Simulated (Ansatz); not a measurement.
Geometry optimisation, Ansatz, RKS PBE0-D4/6-31G*.

input.yaml

```yaml
crystal:
  periodic: [false, false, false]
  atoms:
    - { symbol: Si, position_ang: [0.0, 0.0, 0.0] }
    - { symbol: H, position_ang: [0.9994, 0.0, 1.3254] }
    - { symbol: H, position_ang: [1.5827, 0.0, 0.5009] }
    - { symbol: Cl, position_ang: [-1.0032, 1.7381, -0.7093] }
    - { symbol: F, position_ang: [-0.7489, -1.2974, -0.5295] }
basis:
  gaussian: { orbitals: "6-31G*" }
hamiltonian:
  xc: pbe0
  dispersion: d4
relax:
  f_tol: 0.15
  max_steps: 25
  restrain:
    - { distance: [1, 2], at: 1.86, k: 30.0 }
    - { distance: [0, 1], at: 1.46, k: 30.0 }
    - { distance: [0, 2], at: 1.46, k: 30.0 }
```

Launched with:

```bash
$ ansatz run input.yaml --threads 1 --pin off --max-ram 2048MiB --backend cpu --events-out ev --progress --plain --runs-dir out
```

Question: Where does it end, and by what steps?

Answer: It converged. The restraints hold the end off the free minimum; the threshold counts their pulls, which the force column leaves out. Restrained pairs: H2–H3 (1.01 → 1.93 Å), Si1–H2 (1.66 → 1.44 Å), Si1–H3 (1.66 → 1.44 Å). After 6 steps the energy has fallen by 4.507 eV (the restraints' own energy left out); H2 moved furthest, 0.56 Å.

| step | energy less start (eV) | largest force component (eV/Å) | accepted |
| --- | --- | --- | --- |
| 0 | 0.0000 | 4.569 | yes |
| 1 | -1.9562 | 3.951 | yes |
| 2 | -3.5314 | 2.588 | yes |
| 3 | -4.4078 | 1.771 | yes |
| 4 | -4.5029 | 1.724 | yes |
| 5 | -4.4992 | 1.713 | yes |
| 6 | -4.5066 | 1.711 | yes |

```xyz
5
Properties=species:S:1:pos:R:3
Si 0.159 0.014 0.112
H 0.477 0.026 1.521
H 1.593 0.026 -0.057
Cl -0.808 1.667 -0.571
F -0.590 -1.292 -0.417
```

Time of the run: 17 s on 1 thread of Intel(R) Xeon(R) Platinum 8259CL CPU @ 2.50GHz (Skylake/Cascade Lake) (shared host), peak memory 0.14 GiB.
